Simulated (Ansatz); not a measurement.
# C₃H₅FS: up Jacob's ladder to CCSD(T)

One table from this session's results is given with a row withheld; the runs are named, their logs left out.

Computed with Ansatz 0.2.0, Gaussian basis. Level: functionals in def2-TZVPP, the program's frozen cores in correlated methods.

The runs, in order: LDA (SPW92), PBE-D4, revPBE-D4, BLYP-D4, r2SCAN-D4, B97M-V, PBE0-D4, B3LYP-D4, r2SCANh-D4, r2SCAN0-D4, HSE06-D4, BHLYP-D4, CAM-B3LYP-D4, LC-ωPBE, ωB97X-V, ωB97M-V, B2PLYP, PBE-QIDH; CCSD(T)/def2-SVP; CCSD(T)/def2-TZVPP; MP2/def2-QZVPP; extrapolation to the limit; RPA on PBE.

**The geometry**

An earlier PBE0-D4 in a triple-zeta def2 set relaxation fixed the geometry.

SMILES `C=C(F)CS`, 10 atoms, charge 0, spin multiplicity 1.

Atoms are counted from 1 here; the program's logs count them from 0.

Bond lengths: C1–C2 1.320 Å, C1–H6 1.082 Å, C1–H7 1.081 Å, C2–F3 1.345 Å, C2–C4 1.481 Å, C4–S5 1.819 Å, C4–H8 1.089 Å, C4–H9 1.092 Å, S5–H10 1.342 Å. Angles: C2–C1–H6 121.0°, C2–C1–H7 119.9°, H6–C1–H7 119.1°, C1–C2–F3 120.0°, C1–C2–C4 128.0°, F3–C2–C4 112.0°, C2–C4–S5 113.4°, C2–C4–H8 109.7°, C2–C4–H9 110.4°, S5–C4–H8 105.7°, S5–C4–H9 109.2°, H8–C4–H9 108.2°, C4–S5–H10 96.2°.

Geometry (Å):

```
C    -0.48207    1.14506    1.13602
C     0.16458    0.15960    0.54121
F     1.40929   -0.16300    0.93664
C    -0.30998   -0.70747   -0.56120
S     0.61654   -0.48087   -2.11012
H    -0.02519    1.70677    1.93949
H    -1.48138    1.40389    0.81673
H    -1.34531   -0.46548   -0.79892
H    -0.26404   -1.75791   -0.26549
H     1.80075   -0.89190   -1.63154
```

Set-up of the first run:

Input file in.yaml:

```yaml
crystal:
  periodic: [false, false, false]
  atoms:
    - {symbol: C, position_ang: [-0.482070, 1.145064, 1.136016]}
    - {symbol: C, position_ang: [0.164578, 0.159598, 0.541206]}
    - {symbol: F, position_ang: [1.409290, -0.162998, 0.936639]}
    - {symbol: C, position_ang: [-0.309983, -0.707469, -0.561200]}
    - {symbol: S, position_ang: [0.616544, -0.480870, -2.110123]}
    - {symbol: H, position_ang: [-0.025187, 1.706769, 1.939490]}
    - {symbol: H, position_ang: [-1.481375, 1.403892, 0.816729]}
    - {symbol: H, position_ang: [-1.345314, -0.465480, -0.798923]}
    - {symbol: H, position_ang: [-0.264036, -1.757907, -0.265495]}
    - {symbol: H, position_ang: [1.800753, -0.891899, -1.631539]}
basis:
  gaussian: {orbitals: def2-TZVPP}
hamiltonian: {xc: lda}
output: {orbitals: {seedname: orbitals}}
```

The run is started by

```console
ansatz run in.yaml --threads 4 --pin off --events-out ev --progress --plain --max-ram 10444MiB
```

Steps of the session up to this table: LDA; PBE-D4 (GGA); revPBE-D4 (GGA); BLYP-D4 (GGA); r2SCAN-D4 (meta-GGA); B97M-V (meta-GGA); B3LYP-D4 (hybrid); r2SCANh-D4 (hybrid); r2SCAN0-D4 (hybrid); HSE06-D4 (hybrid); BHLYP-D4 (hybrid); CAM-B3LYP-D4 (range-separated); LC-ωPBE (range-separated); ωB97X-V (range-separated); ωB97M-V (range-separated); B2PLYP (double hybrid); PBE-QIDH (double hybrid).

One table of the session follows, with a row left open; its other results are not shown here.

It belongs to the step «Orbital energies across the functionals». 

```
  functional  HOMO (eV)  gap (eV)
 LDA (SPW92)      -5.92      4.49
      PBE-D4      -5.79      4.60
   revPBE-D4      -5.74      4.64
     BLYP-D4      -5.64      4.57
   r2SCAN-D4          ?         ?
      B97M-V      -6.15      5.25
     PBE0-D4      -7.06      6.87
    B3LYP-D4      -6.82      6.38
  r2SCANh-D4      -6.53      5.91
  r2SCAN0-D4      -7.23      7.16
    HSE06-D4      -6.65      6.08
    BHLYP-D4      -8.18      9.10
CAM-B3LYP-D4      -8.42      9.38
     LC-ωPBE      -9.86     11.99
     ωB97X-V      -9.47     11.53
     ωB97M-V      -9.31     11.23
```

Estimate the missing values for r2SCAN-D4.

Worked estimate for «HOMO (eV)». Against the share of exact exchange, r2SCANh-D4 (0.1, -6.53), r2SCAN0-D4 (0.25, -7.23) give a slope of -4.67 per unit share; at 0 the line stands at -6.06.

**Answer.** HOMO (eV): -6.06; gap (eV): 5.08. In «HOMO (eV)» the line misses by 0.00.
